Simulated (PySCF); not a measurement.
C₅H₁₂N (doublet state).
Atom-mapped SMILES: `[CH3:1][CH:2][C@@H:3]([CH3:4])[NH:5][CH3:6]` (hydrogens: H7, H8, H9 on C1; H10 on C2; H11 on C3; H12, H13, H14 on C4; H15 on N5; H16, H17, H18 on C6)

Structure used (GFN2-xTB), in Å, numbered top down from 1:
```
atom  x, y, z in Å
C1     1.9441   -0.3615    0.3119
C2     0.7794    0.2865    0.9471
C3    -0.4615    0.5712    0.1819
C4    -0.2782    1.8230   -0.6998
N5    -0.7879   -0.5573   -0.6855
C6    -1.2646   -1.7111    0.0464
H7     1.6415   -0.8367   -0.6172
H8     2.7348    0.3662    0.0915
H9     2.3889   -1.1083    0.9735
H10    0.8882    0.7150    1.9289
H11   -1.2823    0.7805    0.8989
H12    0.4907    1.6293   -1.4420
H13   -1.2085    2.0716   -1.2074
H14    0.0230    2.6694   -0.0883
H15   -1.4873   -0.2699   -1.3638
H16   -1.4741   -2.5165   -0.6559
H17   -0.4815   -2.0348    0.7315
H18   -2.1733   -1.5103    0.6366
```

The hyperfine couplings belong to this conformer and change with its torsions.

Theory: UKS B3LYP, pcH-1 on C H N, non-relativistic, mean-field spin-orbit, GIAO (PySCF). One conformer (not necessarily the lowest) at the GFN2-xTB geometry, without solvent, vibrations or thermal averaging. The geometry wasn't refined by DFT: couplings that depend on bond lengths, twists or pyramidal angles can differ widely from those at the functional's own minimum. Stability of the SCF solution: not tested.

Problem. Predict the first-order ENDOR lines of N5, H7/H8/H9, H10, H11, H12/H13/H14 and H15 under fast tumbling at B = 338.9 mT (X band).

Solution. For S = 1/2 in fast tumbling each set of equivalent nuclei gives two lines, ν± = |νn ± a/2| to first order, with νn = g_N μN B/h and μN/h = 7.62259 MHz/T.

```tsv
nuclei	isotope	g_N	νn (MHz)	a_iso (MHz)	lower line (MHz)	upper line (MHz)
N5	14N	0.4038	1.04	8.24	3.08	5.16
H7/H8/H9	1H	5.5857	14.43	76.74	23.94	52.80
H10	1H	5.5857	14.43	-61.92	16.53	45.39
H11	1H	5.5857	14.43	26.11	1.38	27.48
H12/H13/H14	1H	5.5857	14.43	5.58	11.64	17.22
H15	1H	5.5857	14.43	-0.51	14.18	14.68
```

Problem. Which pairs are centred on the nuclear Larmor frequency, and which on half the coupling?

Solution. Centred on νn, since |a| < 2νn: H11, H12/H13/H14 and H15. Centred on |a|/2 and split by 2νn: N5, H7/H8/H9 and H10.

Problem. At what field would the lower line of H11 fall to zero frequency?

Solution. Where νn = |a|/2, that is B = 13.05 MHz/(5.5857 × 7.62259 MHz/T) = 307 mT, as far as first order holds there.

Nuclei that the bonding pattern makes equivalent are averaged, as if the motion that swaps them (rotation, inversion, ring flip) were fast. The three 1H nuclei of mean +76.7 MHz run from 7.5 to 139.0 MHz in the frozen geometry. The three 1H nuclei of mean +5.6 MHz run from -3.9 to 20.5 MHz in the frozen geometry.

The run took 62 s (with the writing of density and orbital grids) on an Arm Neoverse V1 with one thread, shared host with 32 logical CPUs at a one-minute load of 36, and the process peaked at 0.97 GiB of memory.
